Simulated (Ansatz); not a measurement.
# NHS₂ (singlet): from Hartree-Fock to the top rungs at distance N1–S2 = 4.320 Å, cc-pVDZ

The task here is to estimate one member of a computed series from the others.

Computed with Ansatz 0.2.0, Gaussian basis. Level: cc-pVDZ, core rule «outside noble gas», up to 11 orbitals frozen.

The runs, in order: UHF; CCSD(T) on RHF; BCCD(T) on RHF; CISD; CCSDT(Q) on RHF; CASSCF and MRCISD+Q, 2 electrons in 2 orbitals; CASSCF and NEVPT2, 2 electrons in 2 orbitals.

33 further runs of the same task are left out: 10 for a known fault of the program, 1 for a mislabelled method, 19 that didn't finish, 3 set aside as unsound or not needed.

## The geometry

The geometry derives from a PBE0/def2-TZVP stationary point (not a proven minimum). One bond is set to the value named and the two fragments are kept rigid.

4 atoms, charge 0, spin multiplicity 1.

Atoms are counted from 1 here; the program's logs count them from 0.

Bond lengths: N1–S3 1.617 Å, N1–H4 1.020 Å. Angles: S3–N1–H4 113.9°.

Geometry (Å):

```mol
HNS2
  3D, bonds by distance, orders not assigned

  4  2  0  0  0  0  0  0  0  0999 V2000
    0.0000   -0.9612    1.0012 N   0  0
    0.0000    0.7884   -2.9487 S   0  0
    0.0000   -0.3062    2.4799 S   0  0
    0.0000   -1.9808    1.0012 H   0  0
  1  3  8  0
  1  4  8  0
M  END
```

The first run:

in.yaml

```yaml
crystal:
  periodic: [false, false, false]
  atoms:
    - {symbol: N, position_ang: [0.000000, -0.961233, 1.001158]}
    - {symbol: S, position_ang: [0.000000, 0.788373, -2.948688]}
    - {symbol: S, position_ang: [0.000000, -0.306221, 2.479889]}
    - {symbol: H, position_ang: [0.000000, -1.980759, 1.001158]}
basis:
  gaussian: {orbitals: cc-pVDZ}
magnetization: {spin_polarized: true, initial_magnetization: 0}
hamiltonian: {xc: hf}
output: {orbitals: {seedname: orbitals}}
```

On the command line:

```bash
> ansatz run in.yaml --threads 1 --pin off --events-out ev --progress --plain --max-ram 2393MiB
```

Among the steps run: UHF; CCSD(T) on RHF; BCCD(T) on RHF; CISD; CCSDT(Q) on RHF; CASSCF and MRCISD+Q, 2 electrons in 2 orbitals; CASSCF and NEVPT2, 2 electrons in 2 orbitals.

One table of the session follows, with a row left open; its other results are not shown here.

```
       method  from RCCSDT(Q) (meV)
          RHF              +12978.8
         RMP2                     ?
         CISD               +2512.5
        RCCSD                +672.7
     RCCSD(T)                +165.5
      BCCD(T)                +170.7
       RCCSDT                 +99.8
    RCCSDT(Q)                     0
  CASSCF pair              +11755.5
  NEVPT2 pair               +2061.3
  MRCISD pair               +2071.2
MRCISD+Q pair                +633.4
```

**Question.** Estimate the row for RMP2.

As computed: from RCCSDT(Q) (meV): +2060.8. In the column «from RCCSDT(Q) (meV)» it lies between RCCSD (+672.7) and NEVPT2 pair (+2061.3).
